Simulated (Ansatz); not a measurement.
Harmonic frequencies (cm⁻¹) at PBE0-D4/def2-TZVP from Ansatz: 239, 411, 424, 514, 526, 625, 700, 772, 835, 837, 915, 964, 972, 1026, 1050, 1096, 1177, 1178, 1277, 1328, 1373, 1497, 1540, 1667, 1671, 3194, 3202, 3215, 3223, 3226.

**Question.** Which molecule is it?
A. `Fc1ccccc1`
B. `CCCCF`
C. `COCCF`
D. `Fc1ccc(F)cc1`

**Answer.** A.
